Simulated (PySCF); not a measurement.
Basis-set dependence of population analyses: `C=CC(=C)[O-]`

Compound: C₄H₅O (charge -1).
Numbering: `[CH2:1]=[CH:2][C:3](=[CH2:4])[O-:5]` (hydrogens: H6, H7 on C1; H8 on C2; H9, H10 on C4)

Geometry (PBE0-D3(BJ)/def2-SVP, Å), atoms numbered from 1 in this order:
```
atom  x, y, z in Å
C1    -1.8404    0.0976   -0.1285
C2    -0.6274   -0.0805   -0.6675
C3     0.6336    0.3081    0.0686
C4     1.7942    0.0470   -0.6540
O5     0.5165    0.8095    1.2170
H6    -1.8785    0.5401    0.8739
H7    -2.7706   -0.1752   -0.6393
H8    -0.5230   -0.5194   -1.6697
H9     1.7559   -0.3979   -1.6534
H10    2.7749    0.2846   -0.2274
```

PBE0 throughout (PySCF), one geometry, spherical d and f functions. The structure is a single PBE0-D3(BJ)/def2-SVP conformer in the gas phase; no vibrational or solvent corrections. The geometry's basis has no diffuse functions. The first 7 of 10 kinds of atom are listed.

Mulliken charges (e):

```csv
basis,functions,C1,C2,C3,C4,O5,H6,H7
STO-3G,30,-0.229,-0.105,+0.031,-0.341,-0.411,+0.057,+0.021
6-31G,55,-0.406,-0.149,+0.330,-0.516,-0.670,+0.148,+0.076
pcSseg-0,55,-0.442,-0.282,+0.252,-0.533,-0.709,+0.188,+0.144
6-31G*,80,-0.435,-0.165,+0.426,-0.603,-0.673,+0.151,+0.087
def2-SVP,95,-0.105,-0.117,+0.130,-0.281,-0.462,+0.015,-0.026
cc-pVDZ,95,-0.063,-0.118,+0.069,-0.230,-0.448,+0.002,-0.030
pcSseg-1,110,-0.201,-0.293,+0.221,-0.410,-0.584,+0.094,+0.057
aug-cc-pVDZ,160,+0.327,+0.929,+0.643,+0.612,-0.902,-0.390,-0.466
"6-311+G(2d,p)",165,-0.522,+0.103,+0.326,-0.581,-0.705,+0.129,+0.069
def2-TZVP,185,-0.315,-0.160,+0.263,-0.525,-0.567,+0.111,+0.065
cc-pVTZ,220,-0.341,-0.105,+0.232,-0.532,-0.512,+0.087,+0.056
IGLO-III,225,-0.309,-0.130,+0.288,-0.516,-0.604,+0.104,+0.054
```

IAO charges (e):

```
        basis  functions      C1      C2      C3      C4      O5      H6      H7
       STO-3G         30  -0.334  -0.167  +0.045  -0.508  -0.436  +0.113  +0.087
        6-31G         55  -0.376  -0.165  +0.228  -0.574  -0.660  +0.148  +0.106
     pcSseg-0         55  -0.361  -0.165  +0.210  -0.566  -0.632  +0.139  +0.100
       6-31G*         80  -0.367  -0.160  +0.264  -0.573  -0.676  +0.140  +0.099
     def2-SVP         95  -0.362  -0.158  +0.258  -0.575  -0.665  +0.137  +0.097
      cc-pVDZ         95  -0.373  -0.161  +0.264  -0.586  -0.664  +0.140  +0.101
     pcSseg-1        110  -0.372  -0.166  +0.267  -0.589  -0.680  +0.143  +0.104
  aug-cc-pVDZ        160  -0.384  -0.168  +0.275  -0.611  -0.700  +0.150  +0.113
6-311+G(2d,p)        165  -0.384  -0.167  +0.275  -0.610  -0.701  +0.151  +0.112
    def2-TZVP        185  -0.384  -0.166  +0.277  -0.605  -0.696  +0.149  +0.110
      cc-pVTZ        220  -0.383  -0.165  +0.276  -0.601  -0.690  +0.148  +0.108
     IGLO-III        225  -0.385  -0.168  +0.276  -0.610  -0.699  +0.151  +0.112
```

Task: Which scheme is steadiest as the basis changes?

Result: Largest range over the bases for any column: IAO 0.26 e, Mulliken 1.22 e. IAO charges move least and Mulliken charges most, counted in e. Without the minimal STO-3G basis the ranges are IAO 0.07, Mulliken 1.22 e.

Task: How much do the charges still move between the two largest bases, cc-pVTZ and IGLO-III?

Result: At most, over all atoms: Mulliken 0.092 e, IAO 0.010 e.

Task: What do the same runs give for the total energy and the frontier levels?

Result: 
```csv
basis,energy (Eh),HOMO (eV),LUMO (eV)
STO-3G,-227.2698,5.48,9.09
6-31G,-230.2851,0.76,5.19
pcSseg-0,-229.8263,0.65,5.00
6-31G*,-230.3415,0.79,5.27
def2-SVP,-230.1871,0.49,4.90
cc-pVDZ,-230.3699,0.54,4.99
pcSseg-1,-230.3398,0.20,4.64
aug-cc-pVDZ,-230.4017,-0.19,2.96
"6-311+G(2d,p)",-230.4389,-0.19,3.78
def2-TZVP,-230.4540,0.01,4.45
cc-pVTZ,-230.4440,0.14,4.61
IGLO-III,-230.4619,-0.13,4.23
```

Where the HOMO energy of this anion is positive, the outermost electrons may be held by the finite basis alone.
